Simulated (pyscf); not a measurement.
Thermochemistry of product channels of Cl–Ge:–Cl [singlet] + water (H₂O) on the singlet surface, in eV, from ωB97M-D3(BJ)/def2-TZVP energies (ideal gas, 1 atm, RRHO with modes under 100 cm⁻¹ raised to 100, one conformer, R ln 2 for rigid chiral ones). Structures and frequencies: ωB97X-D3(BJ)/def2-SVP in PySCF.

| products | ΔE | ΔH(298 K) | ΔG(298 K) | ΔG(900 K) |
|---|---|---|---|---|
| HO–GeH(Cl)–Cl | … | -0.83 | -0.37 | +0.51 |
| O=Ge(Cl)–Cl + hydrogen (H₂) | … | +1.60 | +1.71 | +1.88 |
| hydrogen chloride (HCl) + HO–Ge:–Cl [singlet] | +0.21 | +0.15 | +0.16 | +0.17 |

Task: Fill in the missing entries.

Result: 
- HO–GeH(Cl)–Cl, ΔE: -0.82
- O=Ge(Cl)–Cl + hydrogen (H₂), ΔE: +1.80

The channel to HO–GeH(Cl)–Cl turns unfavourable between 298 and 1200 K (ΔG from -0.37 eV to +0.93 eV).

These are energies of the channels, which say nothing of barriers. Elements up to Kr have no core potential and no relativistic terms here.
